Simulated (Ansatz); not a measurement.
# CCSD(T) forces

BSi₂H₅ (SMILES B[SiH]=[SiH2]), singlet, displaced at random from a GFN2-xTB minimum.

B1  (-1.316, 1.046, -0.809)
Si2  (0.167, 0.573, 0.097)
Si3  (1.020, -1.409, 0.760)
H4  (-1.735, -0.015, -1.402)
H5  (-1.369, 2.251, -1.466)
H6  (1.160, 1.585, 0.997)
H7  (2.117, -1.644, 1.577)
H8  (0.432, -2.455, 0.267)
(Å)

Program: Ansatz 0.2.0. Basis: def2-TZVPP. Cores are frozen in the correlated methods.

CCSD(T) forces from the calculation:
```csv
atom,Fx,Fy,Fz (eV/Å)
B1,-1.679,1.010,-4.495
Si2,4.510,0.389,3.876
Si3,-0.530,5.029,0.178
H4,-0.178,1.518,0.813
H5,-0.404,-2.304,1.682
H6,-1.342,-1.065,-1.288
H7,1.628,-0.227,1.021
H8,-2.005,-4.351,-1.786
```

Problem. Which atom feels the largest CCSD(T) force, and how large is it?

Solution. Si2, 5.96 eV/Å, along (0.76, 0.07, 0.65).

Root-mean-square difference of the force components from those of CCSD(T): PBE0-D4 0.101; wB97M-V 0.146; r2SCAN-D4 0.089; PBE-D4 0.183; wB97X-V 0.199; BHLYP-D4 0.167 eV/Å.

T1 diagnostic: at most 0.023. The restricted Hartree–Fock reference is unstable towards an unrestricted one here. A large double-excitation amplitude points to some diradical character; no triplet was computed.

For scale, one of the runs: CCSD(T)/def2-TZVPP forces, 185 basis functions (an equivalent command: `ansatz run in.yaml --threads 4`). Hardware: 4 CPU threads, shared host. Wall time 71 s; peak host memory 3.4 GiB.
